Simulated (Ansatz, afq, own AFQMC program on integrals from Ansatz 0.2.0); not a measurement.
# AlH3 + Cl, doublet in cc-pVTZ along one coordinate

```xyz
5

Al   -1.8111    0.0000    0.0000
H    -2.6041    1.3734    0.0000
H    -2.6041   -1.3734    0.0000
H    -0.2253    0.0000    0.0000
Cl    1.5329    0.0000    0.0000
```

A hydrogen atom is moved from one rigid fragment to the other; the Al1–H4 distance tells how far. The two fragments are held close together, so this isn't a minimum-energy path and the start is a compressed complex. Energies in kcal/mol count from this geometry (1.586 Å) at the same level; the start stands on UHF, each point on the determinant named.

Basis cc-pVTZ. Noble-gas cores (and the filled d shells of Ga–Kr and In–Xe) are frozen. Ansatz 0.2.0 and our own AFQMC program on the same integrals; the CISD trial comes from CCSD amplitudes, and released means the phaseless constraint is let go. Error bars are statistical, one sigma.

Cautions, each for one point or more: the ph-AFQMC/CISD walk drifts between its halves.

| r(Al1–H4) / Å | det. | T1 | weight | ⟨S²⟩ | CCSD(T) | ph-AFQMC/CISD | released AFQMC | CCSD | r2SCAN |
| --- | --- | --- | --- | --- | --- | --- | --- | --- | --- |
| 1.702 | UHF | 0.015 | 0.86 | 0.78 | -2.6 | -2.4 ± 0.2 | -2.8 ± 0.3 | -2.2 | -3.3 |
| 1.761 | UHF | 0.014 | 0.86 | 0.78 | -3.6 | -3.8 ± 0.2 | – | -3.1 | -4.5 |
| 1.819 | UHF | 0.014 | 0.86 | 0.77 | -4.6 | -4.8 ± 0.2 | -4.9 ± 0.3 | -4.0 | -5.6 |
| 1.877 | UHF | 0.013 | 0.86 | 0.77 | -5.6 | -5.9 ± 0.2 | -5.7 ± 0.3 | -5.0 | -6.5 |
| 1.994 | UHF | 0.012 | 0.87 | 0.76 | -7.1 | -7.4 ± 0.2 | – | -6.6 | -7.1 |

Weight is that of the determinant in the CISD state; at the start T1 is 0.017 and the weight 0.86, and ⟨S²⟩ is 0.77. A dash marks a missing value, a released energy that hasn't settled or a functional that sits on another state. Largest departures from phaseless AFQMC with a CISD trial: CCSD(T) 0.3 kcal/mol at 1.994 (on UHF) (within the noise), released AFQMC -0.4 kcal/mol at 1.702 (on UHF) (within the noise), CCSD 0.9 kcal/mol at 1.877 (on UHF), r2SCAN -0.8 kcal/mol at 1.702. The walk's constraint bias lies outside its error bars, so these are departures and not errors. Functionals count only at points shown to share the start's state and spin.

Some points may be missing: those where a free walk finds a much lower state, and past Zn most of those on another determinant than at the start.

A walk keeps the symmetry of its determinant, which the program's search chose and which needn't be the lowest solution, so a lower state of the same spin and another symmetry isn't excluded. Released energies are given only where the last usable release times agree within the noise; a slower fall can still hide under it.
